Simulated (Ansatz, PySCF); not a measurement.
This Ansatz (a quantum-chemistry and plane-wave program) input computes a CCSD(T)/cc-pVDZ energy:

Ansatz 0.2 input:
```yaml
crystal:
  periodic: [false, false, false]
  atoms:
    - {symbol: C, position_ang: [-0.97165697, -0.65156654, -0.00520927]}
    - {symbol: C, position_ang: [0.00620844, 0.49447777, 0.00506174]}
    - {symbol: H, position_ang: [-0.45337239, -1.61395950, -0.01586483]}
    - {symbol: H, position_ang: [-1.61078508, -0.57064172, 0.87489567]}
    - {symbol: H, position_ang: [-1.61344761, -0.55262858, -0.88152790]}
    - {symbol: O, position_ang: [1.18378704, 0.45997030, 0.00292278]}
basis:
  gaussian:
    orbitals: cc-pVDZ
magnetization: {spin_polarized: true, initial_magnetization: 1}
correlation: {method: ccsd_t, electrons: outside_noble_gas}
```

Task: Write an input for the same energy in PySCF and say what it gives.

Result: 
```python
from pyscf import gto, scf, mp, cc as ccmod

mol = gto.M(
    atom='''
    C    -0.97165697   -0.65156654   -0.00520927
    C     0.00620844    0.49447777    0.00506174
    H    -0.45337239   -1.61395950   -0.01586483
    H    -1.61078508   -0.57064172    0.87489567
    H    -1.61344761   -0.55262858   -0.88152790
    O     1.18378704    0.45997030    0.00292278
    ''',
    basis='cc-pvdz',
    charge=0,
    spin=1,
    verbose=4,
)

mf = scf.UHF(mol)
mf.conv_tol = 1e-10
mf.max_cycle = 100
mf.kernel()
mo, _, stable, _ = mf.stability(return_status=True)
if not stable:
    mf.kernel(mf.make_rdm1(mo, mf.mo_occ))
mp2 = mp.MP2(mf, frozen=3).run()
cc = ccmod.CCSD(mf, frozen=3)
cc.max_cycle = 100
cc.kernel()
et = cc.ccsd_t()
print(f'E(CCSD(T)) = {cc.e_tot + et:.9f}')
```
It gives -152.78454 Eh, and Ansatz -152.78454 Eh, a difference of 0.00 mEh.

It need not be the lowest isomer of its formula.
